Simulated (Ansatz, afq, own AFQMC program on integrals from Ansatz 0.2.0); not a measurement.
Integrals from Ansatz 0.2.0, then the random walk in our own AFQMC program (afq).

```yaml
crystal:
  periodic: [false, false, false]
  atoms:
    - {symbol: N, position_ang: [0.000000, 0.000000, 0.569572]}
    - {symbol: C, position_ang: [0.000000, 0.000000, -0.863904]}
    - {symbol: H, position_ang: [0.000000, 0.955397, 1.189689]}
    - {symbol: H, position_ang: [0.000000, -0.955397, 1.189689]}
basis:
  gaussian: {orbitals: cc-pVDZ}
magnetization: {spin_polarized: true, initial_magnetization: 1}
correlation: {method: ccsd_t, electrons: outside_noble_gas, hamiltonian_folder: ham}
```

```sh
$ ansatz run in.yaml --threads 1 --pin off --events-out ev --progress --plain --max-ram 1382MiB
```

afq runs on the folder ham with

```
--method phaseless --trial cisd --walkers 60 --populations 1 --least-time 40 --time-step 0.005 --steps-per-block 50 --equilibration-blocks 28 --max-blocks 300 --target-error 0.0004 --factor-cut 1e-05 --start spin_pure --seed 6554 --release-times 0.24,0.51,0.99,1.62,2.4 --release-step 0.03 --release-every 4 --taylor-order 6
```

Times are imaginary, in 1/Eh. The walk had a cap of 1172 s.

Output of the walk:

```
orbitals 36  electrons 6 5  factors 276 of 361
reference energy -93.35021499 Eh
CCSD correlation -0.29635145 Eh in 13 cycles, weight of the determinant in the CISD state 0.8733
energy of the start -93.645710 Eh
 block  time / (1/Eh)  mean weight  energy / Eh
     1     0.250  1.0009  -93.642060
     2     0.500  0.9967  -93.646622
     3     0.750  0.9994  -93.649069
     4     1.000  0.9984  -93.652969
     5     1.250  1.0028  -93.657462
     7     1.750  0.9981  -93.659205
     9     2.250  0.9983  -93.671761
    17     4.250  1.0008  -93.654530
    33     8.250  0.9990  -93.649823
    49    12.250  0.9967  -93.659935
    65    16.250  1.0016  -93.650641
    73    18.250  0.9994  -93.648067
    81    20.250  1.0001  -93.658446
    97    24.250  1.0004  -93.656416
   113    28.250  0.9974  -93.650992
   129    32.250  1.0003  -93.651828
   145    36.250  1.0000  -93.656484
   161    40.250  1.0018  -93.665249
   177    44.250  1.0008  -93.663835
   193    48.250  1.0008  -93.651728
   209    52.250  1.0028  -93.664128
   225    56.250  1.0016  -93.655311
   241    60.250  1.0030  -93.662218
   257    64.250  0.9978  -93.657709
   273    68.250  1.0003  -93.653792
   289    72.250  0.9989  -93.659159
   305    76.250  1.0023  -93.655215
   313    78.250  1.0001  -93.674534
   321    80.250  1.0010  -93.654473
blocks merged  error / Eh  count
     1  0.000477  300
     2  0.000561  150
     4  0.000636  75
     8  0.000779  37
    16  0.000786  18
    32  0.000784  9
released: time / (1/Eh)  energy / Eh  error  mean overlap
  0.24  -93.658875  0.000713  0.9934
  0.51  -93.659191  0.000551  0.9930
  0.99  -93.658568  0.000545  0.9936
  1.62  -93.659546  0.000790  0.9882
  2.40  -93.658534  0.000998  1.0034
energy -93.657698 +/- 0.000786 Eh
(rows thinned)
```

The run passed its tests (sampling time, drift between the halves within three errors, error under three times the target), which doesn't prove that it has relaxed.

Against this walk (error 21.4 meV) on the same determinant: CCSD(T) 10.3 meV higher (within the noise), CCSDT(Q) 44.6 meV lower. The error is statistical and leaves out the bias of the constraint. Released to 2.40 1/Eh the energy moves by -23 ± 35 meV (both errors), within twice the noise.

Cautions: constraint bias not in the error; error above the target (21.4 against 10.9 meV).

The walk took 5.7 min on 1 thread of Intel(R) Xeon(R) 6975P-C (Granite Rapids), on a shared host. The log's last line is the phaseless energy.

CCSDT and higher add their correlation energy to the determinant of the CCSD(T) run, since their own runs factorise the integrals more tightly (a shift of under 2 meV). A walk keeps the symmetry of its determinant, which the program's search chose and which needn't be the lowest solution, so a lower state of the same spin and another symmetry isn't excluded.
